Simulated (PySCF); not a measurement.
ethyl cyanide, C3H5N, SMILES CCC#N, point group Cs.

Force field and properties: B3LYP/pcSseg-1 (PySCF, grid level 2). Vibrational terms come from second-order perturbation theory with semi-diagonal cubic constants, by steps of ±0.6 along the normal coordinates of each isotopologue. The parent has the commonest isotopes.

Equilibrium geometry (Å):

```json
{"atom": "C1", "x": "-1.0160", "y": "0.1403", "z": "-0.0166"}
{"atom": "C2", "x": "0.3834", "y": "-0.4923", "z": "-0.0614"}
{"atom": "C3", "x": "1.4617", "y": "0.4863", "z": "0.0762"}
{"atom": "N4", "x": "2.3019", "y": "1.2692", "z": "0.1861"}
{"atom": "H5", "x": "-1.7775", "y": "-0.6385", "z": "-0.1227"}
{"atom": "H6", "x": "-1.1476", "y": "0.8630", "z": "-0.8275"}
{"atom": "H7", "x": "-1.1835", "y": "0.6584", "z": "0.9325"}
{"atom": "H8", "x": "0.4975", "y": "-1.2336", "z": "0.7388"}
{"atom": "H9", "x": "0.5343", "y": "-1.0288", "z": "-1.0061"}
```

**Question.** Give the equilibrium and ground-state rotational constants (MHz) of parent; ²H at 5; ¹³C at 1; ²H at 5, ²H at 6, ²H at 7, ²H at 8, ²H at 9; ²H at 8.

**Answer.** 
```tsv
species	Ae	Be	Ce	A0	B0	C0	Δ0 (u Å²)	harmonic ZPE (cm⁻¹)
parent	28236	4659.8	4208.8	28031	4637.8	4183.5	-6.194	16236
²H at 5	28235	4374.9	3975	28028	4353.6	3951.5	-6.217	15537
¹³C at 1	27913	4543.9	4107.1	27715	4522.4	4082.4	-6.192	16198
²H at 5, ²H at 6, ²H at 7, ²H at 8, ²H at 9	18866	4075.5	3655.6	18729	4056.8	3634.8	-12.521	12676
²H at 8	24904	4608.9	4130.7	24719	4587.4	4105.8	-7.525	15516
```

Δ0 = Ic − Ia − Ib from the ground-state constants.

**Question.** How is the parent's vibrational correction B0 − Be made up?

**Answer.** 
| axis | harmonic | Coriolis | cubic | total (MHz) |
| --- | --- | --- | --- | --- |
| a | 142 | -89.5 | -258 | -205 |
| b | 7.58 | -3.28 | -26.3 | -22 |
| c | 3.62 | -2.8 | -26.2 | -25.4 |

**Question.** And its quartic centrifugal distortion constants from the harmonic force field?

**Answer.** Asymmetric top, A reduction, Ir representation: ΔJ = 2.79 kHz, ΔJK = -45.4 kHz, ΔK = 551 kHz, δJ = 0.601 kHz, δK = 11.1 kHz.

A mode lies under 250 cm⁻¹, where this perturbation treatment is rough. Internal rotors are held in one well.
